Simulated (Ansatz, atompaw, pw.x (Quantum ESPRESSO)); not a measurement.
**Equation-of-state test of one PAW (atompaw) potential (Tc (Z = 43))**

```json
{
 "Element": "technetium",
 "Generator": "atompaw 4.2.0.5",
 "Type": "PAW",
 "Functional": "LDA (PW92)",
 "Relativity": "scalar-relativistic",
 "Frozen core": "[Ar] 3d10",
 "Valence charge": "15",
 "Reference configuration": "4s2 4p6 4d5 5s2 5p0",
 "Partial waves": "4s (bound): rc 1.88 bohr; 5s (bound): rc 2.38 bohr; 4p (bound): rc 1.82 bohr; 5p (bound, empty): rc 2.38 bohr; 4d (bound): rc 1.54 bohr; 4d channel at 4 Ry: rc 1.54 bohr",
 "Local potential": "bessel scheme, radius 1.92 bohr",
 "Core correction": "smooth core density matched at 1.88 bohr",
 "Augmentation charge": "sinc compensation charge, radius 1.82 bohr; PAW radius 2.38 bohr; waves and projectors: custom rrkj vanderbiltortho"
}
```

Atomic tests: cutoffs needed: 40 Ry and 70 Ry (the cutoffs (Ry, on a coarse ladder) from which the occupation-weighted sum of valence levels, in a spherical-Bessel basis at the reference potential, stays within 10 and 1 mRy of its value at 400 Ry); ghost test: no extra level below or beside the all-electron valence levels (s, p, d, f tested) (spherical-Bessel basis up to 400 Ry, 20 bohr box); lowest eigenvalue of the overlap operator: 0.47 (s channel).

Crystal test: sc Tc in pw.x 7.5, no spin, 13³ k-points, Fermi–Dirac smearing 0.01 Ry, cutoffs 85/850 Ry. The reference is all-electron LAPW (Ansatz 0.2.0) with the same functional, mesh and smearing; V0 and B0 come from Birch–Murnaghan fits to the pressures at five volumes. Errors are pseudo minus all-electron; Δ is the rms difference of the E(V) curves that follow from these fits, minima aligned, over ±6 % about the mean V0. Mesh and smearing are coarse, so the numbers serve the comparison and aren't converged zero-temperature values; the lattice is a test structure that the element need not adopt.

All-electron: a0 = 2.489 Å (V0 = 15.42 Å³/atom), B0 = 257.1 GPa.

**Question.** How far does the potential miss the all-electron equation of state?

**Answer.** mean pressure error (GPa): +3.82; a0 (Å): 2.501; a0 error (%): +0.47; B0 error (%): +0.2; Δ (meV/atom): 12.5.

```
V (Å³/atom)  P all-electron (GPa)  P pseudo (GPa)
     14.665                 14.53           19.30
     15.051                  6.67           10.89
     15.437                 -0.20            3.56
     15.823                 -6.19           -2.83
     16.209                -11.42           -8.41
```

**Question.** At the middle volume, how do free energy and pressure move when the wave cutoff is lowered (ecutrho held at 850 Ry)?

**Answer.**

| cutoff (Ry) | shift of F (meV/atom) | shift of P (GPa) |
| --- | --- | --- |
| 38 | +186.1 | -12.91 |
| 51 | +33.5 | +0.03 |
| 68 | +9.3 | -0.65 |

The run at the middle volume (84 k-points, 7 iterations) took about 14 s on one core of a shared host (AMD EPYC 9R45, 192 threads, 1484 GiB, load 159).
